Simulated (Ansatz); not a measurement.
Ansatz (a program for electronic structure) input:

Ansatz 0.2 input:
```yaml
crystal:
  periodic: [false, false, false]
  atoms:
    - {symbol: O, position_ang: [0.01545466, 0.72381182, -0.07020381]}
    - {symbol: O, position_ang: [-0.01124373, -0.72607760, -0.04190313]}
    - {symbol: H, position_ang: [0.80569804, 0.89668240, 0.46138431]}
    - {symbol: H, position_ang: [-0.83938551, -0.87855617, 0.43547118]}
basis:
  gaussian:
    orbitals: 6-31G*
hamiltonian:
  xc: {name: PBE0}
```

**Question.** Which total energy does the run end on?

**Answer.** -151.37306 Eh (PBE0/6-31G*).
